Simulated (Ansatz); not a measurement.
Geometry optimisation, RKS PBE/STO-3G in Ansatz 0.2.0.

The input (input.yaml):

```yaml
crystal:
  periodic: [false, false, false]
  atoms:
    - { symbol: C, position_ang: [-1.3533, 1.1823, -0.077] }
    - { symbol: C, position_ang: [-0.1659, 0.7328, 0.0206] }
    - { symbol: C, position_ang: [0.0956, -0.6745, -0.0402] }
    - { symbol: C, position_ang: [1.4357, -1.1603, 0.0794] }
    - { symbol: F, position_ang: [1.5905, -2.5037, 0.0154] }
    - { symbol: H, position_ang: [-2.2691, 0.6036, -0.2232] }
    - { symbol: H, position_ang: [-1.5491, 2.3003, -0.0434] }
    - { symbol: H, position_ang: [0.7083, 1.4419, 0.1468] }
    - { symbol: H, position_ang: [-0.6941, -1.3527, -0.1158] }
    - { symbol: H, position_ang: [2.2845, -0.6209, 0.2404] }
basis:
  gaussian: { orbitals: STO-3G }
hamiltonian:
  xc: pbe
relax:
  f_tol: 0.02
  max_steps: 40
scf:
  lower_state_search: "off"
```

Launched with:

```bash
$ ansatz run input.yaml --threads 1 --pin off --max-ram 2048MiB --backend cpu --events-out ev --progress --plain --runs-dir out
```

Q: Where does it end, and by what steps?

A: The run converged. Limits of this set-up: minimal basis. After 6 steps the energy has fallen by 0.848 eV; F5 moved furthest, 0.11 Å.

```csv
step,energy less start (eV),largest force component (eV/Å),accepted
0,0.0000,7.330,yes
1,-0.8065,1.164,yes
2,-0.7836,0.870,no
3,-0.8438,0.201,yes
4,-0.8473,0.103,yes
5,-0.8474,0.041,yes
6,-0.8476,0.008,yes
```

```xyz
10
Properties=species:S:1:pos:R:3
C -1.399 1.268 -0.083
C -0.159 0.729 0.022
C 0.127 -0.714 -0.025
C 1.399 -1.215 0.085
F 1.690 -2.551 0.044
H -2.294 0.640 -0.214
H -1.561 2.357 -0.041
H 0.715 1.393 0.152
H -0.721 -1.409 -0.154
H 2.286 -0.549 0.217
```

Time of the run: 23 s on 1 CPU thread of a shared host.
